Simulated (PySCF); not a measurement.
## A small calculation by hand: entropy of an ideal gas

phosphine (H3P), SMILES P.

Geometry optimised at PBE0-D3(BJ)/def2-TZVPD.

PBE0-D3(BJ)/def2-TZVPD run with PySCF 2.14.0 gives the harmonic wavenumbers 1000, 1131, 1131, 2410, 2422, 2422 cm⁻¹ and the rotational temperatures 6.3946, 6.3946, 5.6618 K. The molar mass is 34.00 g/mol, the symmetry number 3, the spin multiplicity 1.

Problem. Work out the entropy at 298.15 K and 1 atm in the rigid-rotor, harmonic-oscillator model.

Solution. 
Translation (Sackur–Tetrode at 1 atm): S = R[1.5 ln M + 2.5 ln T − 1.16487] = 152.7 J/(mol K).
Rotation: q = (√π/σ) T^1.5/√(θA θB θC) = 200, S = R[ln q + 3/2] = 56.5 J/(mol K).
Vibration: with u = 1.4388 ν/T, each mode gives R[u/(e^u − 1) − ln(1 − e^−u)]:
```
ν (cm⁻¹)  modes     u  S (J/(mol K))
--------  -----  ----  -------------
1000          1  4.83           0.39
1131          2  5.46           0.46
```
The stiffer modes add less than 0.005 each. Sum 0.9 J/(mol K).
Spin: R ln 1 = 0.0 J/(mol K).
Total 210.1 J/(mol K); the program's own thermochemistry gives 210.1. Translation makes up 73 % and vibration 0 %. Anharmonicity, hindered rotation and orbital degeneracy are left out.
